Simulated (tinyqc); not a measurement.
Worked calculation: harmonic frequencies on the UHF/sto-3g surface (energies and gradients from PySCF), for OH+, spin multiplicity 3. Computed by tinyqc, a small Python program that keeps every step (integrals from PySCF). Settings: charge = 1, multiplicity = 3, basis = sto-3g, delta = 0.01. Command: `OMP_NUM_THREADS=1 python tinyqc.py 25255 25256 out.jsonl` (the two numbers bound the seeds that draw the settings). One thread of a shared host (Intel(R) Xeon(R) Processor @ 2.60GHz), about 0.9 s of CPU time with the checks.

## One row of the Hessian: 1Oz

optimised positions (bohr), order 1O, 2H:
$$\begin{pmatrix}
0.00000 & 0.00000 & -0.17332 \\
0.00000 & 0.00000 & 1.87408
\end{pmatrix}$$

gradient at +delta (hartree/bohr), order 1O, 2H:
$$\begin{pmatrix}
0.0000000 & 0.0000000 & 0.0043071 \\
0.0000000 & 0.0000000 & -0.0043071
\end{pmatrix}$$

gradient at -delta (hartree/bohr), order 1O, 2H:
$$\begin{pmatrix}
0.0000000 & 0.0000000 & -0.0041732 \\
0.0000000 & 0.0000000 & 0.0041732
\end{pmatrix}$$

Displace 1Oz by +/-0.01 bohr; H(k, :) = (g(+) - g(-)) / (2 delta).

row of the Hessian (hartree/bohr^2): 1Ox 0.0000000, 1Oy 0.0000000, 1Oz 0.4240165, 2Hx 0.0000000, 2Hy 0.0000000, 2Hz -0.4240165

## Hessian by finite differences

All rows are made in the same way, and the matrix is symmetrised.

Hessian (symmetrised) (hartree/bohr^2), order 1Ox, 1Oy, 1Oz, 2Hx, 2Hy, 2Hz:
$$\begin{pmatrix}
0.0000055 & 0.0000000 & 0.0000000 & -0.0000055 & 0.0000000 & 0.0000000 \\
0.0000000 & 0.0000055 & 0.0000000 & 0.0000000 & -0.0000055 & 0.0000000 \\
0.0000000 & 0.0000000 & 0.4240165 & 0.0000000 & 0.0000000 & -0.4240165 \\
-0.0000055 & 0.0000000 & 0.0000000 & 0.0000055 & 0.0000000 & 0.0000000 \\
0.0000000 & -0.0000055 & 0.0000000 & 0.0000000 & 0.0000055 & 0.0000000 \\
0.0000000 & 0.0000000 & -0.4240165 & 0.0000000 & 0.0000000 & 0.4240165
\end{pmatrix}$$

## Normal modes

masses (u): 1O 15.99492, 2H 1.00782

Diagonalise H_ij / sqrt(m_i m_j); the 5 smallest eigenvalues belong to translations and rotations; wavenumber = sqrt(eigenvalue / 1822.888) x 219474.63; each mode has its largest component positive (the first on a tie); zero-point energy = sum of wavenumbers / 2, with 349.755 1/cm per kcal/mol.

eigenvalues of the mass-weighted Hessian (hartree/(bohr^2 u)): [0.00000, 0.00000, 0.00000, 0.00001, 0.00001, 0.44723]

harmonic wavenumbers of the vibrations (1/cm): [3437.7]

mass-weighted modes, order 1Ox, 1Oy, 1Oz, 2Hx, 2Hy, 2Hz:
$$\begin{pmatrix}
0.00000 \\
0.00000 \\
-0.24346 \\
0.00000 \\
0.00000 \\
0.96991
\end{pmatrix}$$

zero-point energy = 4.91448 kcal/mol
